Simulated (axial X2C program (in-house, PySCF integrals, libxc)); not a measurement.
Which molecule has these constants?

Calculated with an axial X2C code built on PySCF integrals, spin-free (one-electron X2C) or two-component (2c: spin–orbit coupling with atomic mean-field Coulomb and Gaunt terms, which also bring small scalar terms), in Dyall basis sets with cores contracted in-house; open shells are unrestricted.

A two-component CCSD(T) calculation in a Dyall 3-zeta basis gave Re = 1.207 Å, ωe = 2511.6 cm⁻¹, De = 2.11 eV, Ω = 1/2.

**Question.** Which molecule is it?
A. LiB⁺
B. BH⁺
C. NaB⁺

**Answer.** B. The others have LiB⁺ 2.495 Å and 326.8 cm⁻¹ (Ω = 1/2); NaB⁺ 2.854 Å and 208.3 cm⁻¹ (Ω = 1/2).

Frozen shells (counts by l): BH⁺ B 1s, H none, 3 electrons correlated; LiB⁺ B 1s, Li 1s, 3 electrons correlated; NaB⁺ Na 1s, B 1s, 11 electrons correlated. Coupled cluster in natural virtuals with an MP2 remainder. Where the outer core of a metal is frozen, bonds come out longer and ionisation energies lower.

Each entry is the lowest single determinant of a limited PBE0 search at one distance. De goes to single-determinant-based atoms at the same level (for ions the charge split of lowest energy) and is withheld (n/a) where an atom does not fit its ground term or J level. Main or longest-lived isotopes. Some light 2c atoms are not at their ground J level, so De misses part of their lowering (0.04 eV or less).
